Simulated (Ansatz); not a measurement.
Worked example: correlation energy of [H···H···CH₃], doublet

Geometry: a point of a hydrogen-transfer path between rigid fragments, not a stationary point.

```yaml
atoms:
  - { symbol: H, position_ang: [-2.0970, 0.0000, 0.0000] }
  - { symbol: H, position_ang: [-1.2140, 0.0000, 0.0000] }
  - { symbol: C, position_ang: [0.2220, 0.0000, 0.0000] }
  - { symbol: H, position_ang: [0.2220, -1.0800, 0.0000] }
  - { symbol: H, position_ang: [0.2220, 0.5400, 0.9353] }
  - { symbol: H, position_ang: [0.2220, 0.5400, -0.9353] }
```

Basis 6-31G; Ansatz 0.2.0. Correlated methods freeze the noble-gas cores, which leaves 9 electrons in 18 orbitals. Prefix R: restricted or restricted open-shell reference; prefix U: unrestricted.

Full CI is exact within this basis and frozen core; it isn't the basis-set limit. The frozen core follows each run's orbitals, which can shift R against U totals by a few meV.

Runs differ by some tens of microhartree through their thresholds and, for an open shell, their frozen cores, so steps under 0.1 kcal/mol mean nothing.

```
    level  total energy (hartree)
      UHF              -40.631552
     UMP2              -40.729699
    UCCSD              -40.755554
 UCCSD(T)              -40.757275
   UCCSDT              -40.757656
UCCSDT(Q)              -40.757758
  full CI              -40.757757
```

**Question.** What is the correlation energy at full CI, and what share of it do UMP2 and UCCSDT recover?

**Answer.** E(corr) = -40.757757 − (-40.631552) = -0.126205 hartree = -3.434 eV. UMP2: -0.098147 / -0.126205 = 77.77 %. UCCSDT: -0.126104 / -0.126205 = 99.92 %.

**Question.** By how many kcal/mol does UCCSD(T) miss full CI (1 hartree = 627.509 kcal/mol), and which steps make up the rest?

**Answer.** -40.757275 − (-40.757757) = 0.000482 hartree = 0.30 kcal/mol. Steps: UCCSDT − UCCSD(T) = -0.24, UCCSDT(Q) − UCCSDT = -0.06, full CI − UCCSDT(Q) = 0.00 kcal/mol. That is within 1 kcal/mol of the reference in this basis, which itself misses far more of the correlation at the basis-set limit.
